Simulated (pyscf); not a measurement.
HO–Si•(F)–F + HF → HO–Si(F)(F)–F + H•, an atom transfer (doublet surface; F–H broken, F–Si formed). Structures and frequencies: ωB97X-D3(BJ)/def2-SVP in PySCF. Energies in eV from the separated reactants.

Small-basis levels: PySCF, no dispersion term, spherical d functions. AM1 to PM7: differences of heats of formation from MOPAC, which are fitted to 298 K values and so differ in kind from electronic energies by zero-point and thermal terms. Open shells are spin-unrestricted. 

```json
[
 {"level": "HF/3-21G", "barrier": "1.01", "reaction energy": "-1.91"},
 {"level": "HF/6-31G*", "barrier": "1.83", "reaction energy": "-1.78"},
 {"level": "MP2/6-31G*", "barrier": "1.16", "reaction energy": "-1.89"},
 {"level": "SVWN5/6-31G*", "barrier": "0.07", "reaction energy": "-1.49"},
 {"level": "B3LYP/6-311+G**", "barrier": "1.10", "reaction energy": "-0.57"},
 {"level": "B3LYP/def2-SVP", "barrier": "0.83", "reaction energy": "-1.07"},
 {"level": "AM1", "barrier": "1.03", "reaction energy": "+0.27"},
 {"level": "ωB97M-D3(BJ)/def2-TZVP", "barrier": "1.09", "reaction energy": "-1.21"}
]
```

Against the last row the barrier runs from -1.02 (SVWN5/6-31G*) to +0.74 eV (HF/6-31G*). ωB97M-D3(BJ)/def2-TZVP has limits of its own. On the reactant side the descent ends in a complex, 0.28 eV under the separated species and 1.55 eV under the saddle at ωB97X-D3(BJ)/def2-TZVP. At ωB97X-D3(BJ)/def2-TZVP the barrier from the zero used here is 1.27 eV. The same reactants have a lower exit, to F–Si•(F)–F + H₂O (barrier +0.43 eV at ωB97M-D3(BJ)/def2-TZVP, against +1.09 eV here). This is the saddle that the search found; another between the same sides may lie lower. The angle at the transferred F is 156°.
